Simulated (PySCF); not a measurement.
H2O2, charge +1, multiplicity 2. Atoms are numbered in the order given.

```xyz
4

O      0.1577    -0.6279     0.0000
O     -0.1577     0.6279     0.0000
H     -0.7144    -1.1090     0.0000
H      0.7144     1.1090     0.0000
```
Charge +1, spin multiplicity 2.

Geometry optimised at ωB97X-D3(BJ)/def2-TZVP. The multiplicity is an assumed one; other spin states were not compared.

The numbers are results of M06-2X/def2-TZVPD (PySCF), not measurements.

| Property | Value |
|---|---|
| total energy | -151.16556 hartree |
| point group | C2h |
| α spin, highest occupied and lowest empty level | -20.72 and -5.82 eV |
| β spin, highest occupied and lowest empty level | -21.64 and -11.89 eV |
| dipole moment about the centre of nuclear charge | 0.000 e·Å |
| mean static polarisability | 10.9 bohr³ (1.62 Å³) |
| polarisability, principal values | 7.2, 9.2, 16.3 bohr³ |
| ⟨S²⟩ | 0.755 (pure state 0.75) |
